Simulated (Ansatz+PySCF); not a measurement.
A calculation with Ansatz (development build ahead of 0.2.0).

```yaml
crystal:
  periodic: [false, false, false]
  atoms:
    - { symbol: H, position_ang: [-0.01823, 0.95965, -1.32194] }
    - { symbol: C, position_ang: [0.0623, 0.0, -0.83599] }
    - { symbol: "N", position_ang: [0.00489, 0.0, 0.58306] }
    - { symbol: H, position_ang: [-0.01823, -0.95965, -1.32194] }
    - { symbol: H, position_ang: [-0.96457, 0.0, 0.93821] }
    - { symbol: H, position_ang: [0.46692, 0.82766, 0.9793] }
    - { symbol: H, position_ang: [0.46692, -0.82766, 0.9793] }
basis:
  gaussian: { orbitals: cc-pVTZ }
total_charge: 1
magnetization:
  spin_polarized: true
  initial_magnetization: 1
hamiltonian:
  xc: hf
correlation:
  method: mp2
  frozen_orbitals: { C: 1, H: 0, "N": 1 }
output:
  forces: true
```

The input is written out in the form of the current development build from the run's settings.

Output:

* Converged: yes
* Reference energy: -94.97255 hartree
* Correlation energy: -0.35804 hartree
* Total energy: -95.33059 hartree
* Spin squared of the determinant: 0.763
* Stability test: minimum
* Occupied orbitals by symmetry in an Abelian subgroup (alpha; beta): 7 A' 2 A''; 6 A' 2 A''

Forces (eV/Å):
```tsv
atom	Fx	Fy	Fz
H1	-0.006	-0.228	0.007
C2	0.071	0.000	-1.501
N3	-0.049	0.000	1.505
H4	-0.006	0.228	0.007
H5	0.173	0.000	-0.006
H6	-0.091	-0.151	-0.006
H7	-0.091	0.151	-0.006
```
